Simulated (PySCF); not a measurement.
Saddle point of CH6BN, singlet (CH₆BN ([CH3][BH][NH2]) → CH₃B ([BH][CH2]) + NH₃ (still joined by a long B–N bond); bonds formed: N2–H4; bonds broken: C3–H4; bonds weakened to dative contacts: B1–N2), PBE0-D4/def2-TZVP structure:

B1  (-0.554, 0.380, -0.220)
N2  (0.447, 0.604, 0.954)
C3  (-0.087, -0.755, -1.000)
H4  (0.183, -0.605, 0.535)
H5  (-1.648, 0.849, -0.131)
H6  (1.369, 0.966, 0.760)
H7  (0.080, 0.935, 1.832)
H8  (-0.746, -1.306, -1.663)
H9  (0.955, -1.067, -1.067)
(Å)

Energies are electronic, without zero-point energy. Barriers and step energies count from the start structure reached by relaxing down the imaginary mode; all methods use the PBE0-D4 structures, on which another method's saddle can fall below an end. PySCF 2.14 with density fitting (its default auxiliary sets; JK sets also for MP2 and CCSD(T)); basis: def2-TZVPP, with def2-QZVPP for the basis limit; cores frozen in the correlated methods. B3LYP uses VWN-RPA correlation. Extrapolation: Hartree–Fock as exp(−7.88 √X), correlation as X^−2.97.

```json
{"method": "SPW92", "barrier (eV)": "2.892", "step energy (eV)": "1.978"}
{"method": "PBE-D4", "barrier (eV)": "3.079", "step energy (eV)": "2.018"}
{"method": "r2SCAN-D4", "barrier (eV)": "?", "step energy (eV)": "2.099"}
{"method": "PBE0-D4", "barrier (eV)": "3.273", "step energy (eV)": "2.101"}
{"method": "B3LYP-D4", "barrier (eV)": "?", "step energy (eV)": "2.114"}
{"method": "BHLYP-D4", "barrier (eV)": "3.621", "step energy (eV)": "2.211"}
{"method": "wB97M-V", "barrier (eV)": "3.372", "step energy (eV)": "2.107"}
{"method": "HF", "barrier (eV)": "4.039", "step energy (eV)": "2.341"}
{"method": "MP2", "barrier (eV)": "?", "step energy (eV)": "2.082"}
{"method": "CCSD", "barrier (eV)": "3.532", "step energy (eV)": "2.110"}
{"method": "CCSD(T)", "barrier (eV)": "3.415", "step energy (eV)": "2.055"}
```

(1) Fill in the withheld barriers. (Judge from chemistry; the value comes from the calculation.)

T1 diagnostic: at most 0.013.

Results:

(1) The calculation gives: MP2 3.353; r2SCAN-D4 3.251; B3LYP-D4 3.384 eV. Each is the energy of the saddle less that of the start structure, by the same method.

For comparison, the barrier by CCSD(T) at an estimated basis limit (MP2 extrapolated from triple and quadruple zeta, plus CCSD(T) − MP2 in triple zeta) is 3.380 eV.

Labels in which every atom is bracketed show which atoms are joined, not bond orders.

For scale, one of the runs: CCSD(T)/def2-TZVPP, 177 basis functions, launched by `OMP_NUM_THREADS=4 python run.py`. Time: 2.9 min of wall clock on 4 CPU threads of an Arm Neoverse V1; the host was shared. Peak host memory: 1.5 GiB.
